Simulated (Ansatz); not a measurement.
CdCl₂ (R-3m, No. 166), treated with PBEsol+SOC (PAW; Ansatz, a program for electronic structure).

Settings: plane-wave cutoff 520 eV, 10×10×10 k mesh, Fermi–Dirac smearing 0.01 eV, PAW data made under PBE.

Cell (measured lattice):

```
CdCl2
1.0
    1.92500     1.11140     5.82000
   -1.92500     1.11140     5.82000
    0.00000    -2.22280     5.82000
Cd Cl
1 2
Direct
  0.00000   0.00000   0.00000
  0.25000   0.25000   0.25000
  0.75000   0.75000   0.75000
```

Q: Give the computed band gap and smallest direct gap on the k points sampled.

A: 
- band gap = 3.26 eV (indirect)
- smallest direct gap on the k points sampled = 3.47 eV

Measured, for comparison: band gap 5.7 eV (temperature not stated, not corrected to a static lattice, compiled measured gap; kind and temperature not stated; as tabulated in Kothakonda et al. (2022), arXiv:2208.02841). Computed (rounded) less measured: band gap -2.44 eV.

Note: cell and atoms aren't relaxed at this level (pressure -1.4 GPa).
